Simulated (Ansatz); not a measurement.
Basis-set extrapolation for `C=CC(C)F` (PBE0-D4/def2-TZVP geometry, frozen core, the Gaussian-basis code of Ansatz). Multiplicity 1, RHF reference.

```
                      def2-TZVPP   def2-QZVPP
                 HF  -255.067599  -255.079052
    MP2 correlation    -0.917777    -0.984777
CCSD(T) correlation    -0.995280      not run
```

Energies in hartree. Use E(X) = E(∞) + A·exp(−7.88·√X) for Hartree–Fock and E(X) = E(∞) + B·X^(−2.97) for correlation, with X = 3 and 4, and add CCSD(T) minus MP2 of the smaller set to the MP2 limit.

**Question.** What is the CCSD(T) energy at the basis-set limit?

**Answer.** HF limit: -255.079052 + (-0.011453) × 0.13774 = -255.08063. MP2 limit: -0.984777 + (-0.067000) × 0.74074 = -1.03441. Higher-order term: -0.995280 − (-0.917777) = -0.07750. Total: -256.19254 hartree, 81.4 kcal/mol below CCSD(T)/def2-TZVPP.
